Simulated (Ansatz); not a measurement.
A nudged elastic band was laid between two geometries of CH$_{7}$BSi (10 atoms, charge 0, multiplicity 1).

Method: RHF/def2-SVP in Ansatz.

```yaml
movable_images: 7
climbing_image: yes
spring: 5.0 eV/Å²
optimiser: quadratic models (default)
start_path: IDPP
force_threshold: 0.03 eV/Å
iteration_limit: 60
end_points: relaxed
```

First end point:

```xyz
10
Properties=species:S:1:pos:R:3
B -0.216 -0.918 -1.279
C 0.429 -0.648 0.117
Si -0.097 1.038 0.822
H -1.300 -1.431 -1.367
H 0.335 -0.574 -2.290
H 1.521 -0.620 0.075
H 0.119 -1.382 0.867
H -1.568 1.100 1.000
H 0.549 1.242 2.140
H 0.310 2.141 -0.081
```

Last end point:

```xyz
10
Properties=species:S:1:pos:R:3
B 0.463 -0.719 -1.342
C 0.013 -0.768 0.152
Si -0.312 0.973 0.845
H -0.348 -0.725 -2.230
H 1.625 -0.623 -1.633
H 0.775 -1.204 0.805
H -0.927 -1.312 0.286
H -0.722 0.868 2.265
H 0.909 1.812 0.765
H -1.394 1.649 0.088
```

Which bonds break or form, and what moves?

No bond is made or broken. The dihedral B1–C2–Si3–H10 goes from -60 to 61°. The two ends are copies of one structure, up to a mirror image or an exchange of like atoms.

What energy profile does the band end with?

The forces met the threshold. The highest image is number 4 of 0 to 8, 1.3 kcal/mol above the ends, which have the same energy within 2 meV. A vibrational analysis at the climbing image gives one clearly imaginary mode, 125i cm⁻¹: a first-order saddle point.

```
image  path coordinate (Å)  energy (kcal/mol)  dihedral B1–C2–Si3–H10 (°)
    0                 0.00                0.0                         -60
    1                 0.51                0.2                         -45
    2                 1.02                0.7                         -30
    3                 1.54                1.2                         -15
    4                 2.05                1.3                           0
    5                 2.57                1.1                          16
    6                 3.08                0.7                          31
    7                 3.60                0.2                          46
    8                 4.12                0.0                          61
```

What is the geometry of the highest image?


```xyz
10
Properties=species:S:1:pos:R:3
B 0.188 -0.761 -1.352
C 0.197 -0.771 0.209
Si -0.231 0.988 0.830
H -0.826 -0.967 -1.963
H 1.181 -0.487 -1.973
H 1.176 -1.020 0.626
H -0.554 -1.442 0.631
H -1.458 0.956 1.660
H 0.884 1.535 1.637
H -0.472 1.918 -0.302
```

What are the harmonic wavenumbers there?

125i, 198, 236, 638, 654, 690, 713, 969, 986, 1033, 1040, 1041, 1094, 1173, 1189, 1342, 1547, 2310, 2331, 2342, 2662, 2740, 3197, 3261 cm⁻¹.

Run time: 110 s on 1 thread of AMD EPYC (Zen 3), on a shared host, peak memory 0.15 GiB.
